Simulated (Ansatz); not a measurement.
# HBeGa, singlet along the angle Ga1-Be2-H3

Starting geometry (PBE0/def2-TZVP stationary point for this spin, not checked as a minimum):

| atom | x (Å) | y (Å) | z (Å) |
| --- | --- | --- | --- |
| Ga | 0.0000 | 0.0000 | 2.1355 |
| Be | 0.0000 | 0.0000 | -0.3881 |
| H | 0.0000 | 0.0000 | -1.7474 |

From there the angle named below is changed in its plane at fixed bond lengths, both arms turning rigidly about the middle atom; atoms are numbered as listed. Energies are in kcal/mol, counted from the starting geometry at the same level. Kohn–Sham curves are unrestricted where that lies lower, except RKS.

Basis 6-31G (Cartesian d functions); Ansatz 0.2.0. Only valence electrons are correlated (noble-gas cores and the filled d shells of p-block atoms frozen). No spin–orbit coupling is included, and no scalar relativity.

Unrestricted Kohn–Sham rows aren't spin-pure: their determinants' ⟨S²⟩ exceeds S(S+1) by up to 0.55, so they mix in states of higher spin.

In so small a basis the reference is far from its limit while semilocal and hybrid functionals are nearer theirs (RPA and double hybrids share much of the reference's basis error), so the functionals' errors here hold much of the reference's basis and frozen-core error, which can add to them or hide them.

Full CI is exact within this basis and frozen core; it isn't the basis-set limit.

```
angle Ga1-Be2-H3 (°)  full CI   PBE  PBE0  B3LYP  CAM-B3LYP  wB97M-V  B2PLYP  RKS PBE0  RPA-PBE
                73.1     16.9  15.9  18.6   19.5       22.1     23.6    21.3      20.5     18.8
                85.4     15.0  14.4  16.8   17.4       19.8     20.5    19.0      17.8     16.7
               105.4      9.9   9.9  11.7   11.7       13.7     13.8    12.9      11.9     10.4
               122.3      5.7   6.0   7.2    7.1        8.4      8.5     7.6       7.2      5.6
               143.8      2.0   2.4   2.9    2.9        3.4      3.5     2.9       2.9      1.9
               161.3      0.5   0.7   0.8    0.8        0.9      0.9     0.8       0.8      0.4
               180.0      0.0   0.0   0.0    0.0        0.0      0.0     0.0       0.0      0.0
```

(1) Judged by the spread of the error over the points with a reference (largest less smallest), which of these follows full CI best and which worst?

## Answers

(1) Subtracting the full CI column from each: best PBE (errors from -1.0 to 0.4, spread 1.4 kcal/mol), worst wB97M-V (from 0.0 to 6.7, spread 6.7 kcal/mol). Functionals and wave-function methods converge differently with the basis, so part of this is basis effect.
